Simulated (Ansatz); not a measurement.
For Bi (model structure, started from the beta-Sn type, I4₁/amd, No. 141, 2 atoms in the cell), PBE-D3(BJ) (Ansatz, a first-principles code, PAW) gives:

| Item | Value |
|---|---|
| lattice constant a | 6.260 Å |
| c axis length | 3.324 Å |

**Question.** What does r²SCAN (Ansatz, plane waves, PAW) give for the same quantities?

**Answer.** 
- lattice constant a: 6.322 Å (goes up by 1.0 %)
- lattice parameter c: 3.353 Å (goes up by 0.9 %)

Changes are worked out from the printed values.

Unless a cell is named, each level is at its own relaxed cell (PBE-D3(BJ) 32.57, r²SCAN 33.50 Å³/atom).

Levels without +SOC leave out spin–orbit coupling, which shifts energies and cells of such heavy elements.

Ansatz's density-functional and Hartree–Fock values are scalar-relativistic unless marked +SOC, with PAW data made under PBE.

A model structure was made by putting elements into a prototype or built by hand; it is no filed structure, need not be a known phase, and can be a saddle point held by its symmetry.
